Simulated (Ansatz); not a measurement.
Basis-set extrapolation for C₃H₆F₂O, SMILES `CC(F)OCF` (PBE0-D4/def2-TZVP geometry, frozen core, Ansatz 0.2.0). Multiplicity 1, RHF reference.

```csv
,def2-TZVPP,def2-QZVPP
HF,-391.005908,-391.023424
MP2 correlation,-1.242625,-1.343469
CCSD(T) correlation,-1.318671,not run
```

Energies in hartree. Use E(X) = E(∞) + A·exp(−7.88·√X) for Hartree–Fock and E(X) = E(∞) + B·X^(−2.97) for correlation, with X = 3 and 4, and add CCSD(T) minus MP2 of the smaller set to the MP2 limit.

Question: What is the CCSD(T) energy at the basis-set limit?

Answer: HF limit: -391.023424 + (-0.017516) × 0.13774 = -391.02584. MP2 limit: -1.343469 + (-0.100844) × 0.74074 = -1.41817. Higher-order term: -1.318671 − (-1.242625) = -0.07605. Total: -392.52006 hartree, 5.32 eV below CCSD(T)/def2-TZVPP.
